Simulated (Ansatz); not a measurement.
C3H6O2 can be A, `COCC=O`, or B, `CO/C=C/O`.

Calculated with Ansatz (gas phase, PBE0-D4/def2-TZVP geometries, no zero-point term in ΔE). CBS: MP2 limit from def2 TZ/QZ plus the TZ coupled-cluster correction, frozen cores. DFT in def2-TZVPP. Each species was taken in one conformer, which may not be the lowest.

Task: Which is lower in electronic energy at CCSD(T)/CBS, and by how much? (Best estimate.)

Result: Ansatz gave: A, by 35.1 kJ/mol.

Task: Give E(B) − E(A) in kJ/mol with PBE-D4, CCSD/def2-TZVPP, CCSD(T)/def2-TZVPP, r2SCAN-D4, ωB97M-V, HF/def2-TZVPP, MP2/def2-TZVPP. (Best estimate.)

Result: The calculation gave: PBE-D4 29.7, CCSD/def2-TZVPP 41.7, CCSD(T)/def2-TZVPP 39.0, r2SCAN-D4 32.7, ωB97M-V 36.6, HF/def2-TZVPP 57.2, MP2/def2-TZVPP 38.5. None reverses the order clearly.

Largest T1 diagnostic: 0.013.

In def2-TZVPP, CCSD(T) changes the Hartree–Fock value by −18.2 kJ/mol (the triples alone add −2.7 kJ/mol) and MP2 by −18.7 kJ/mol.
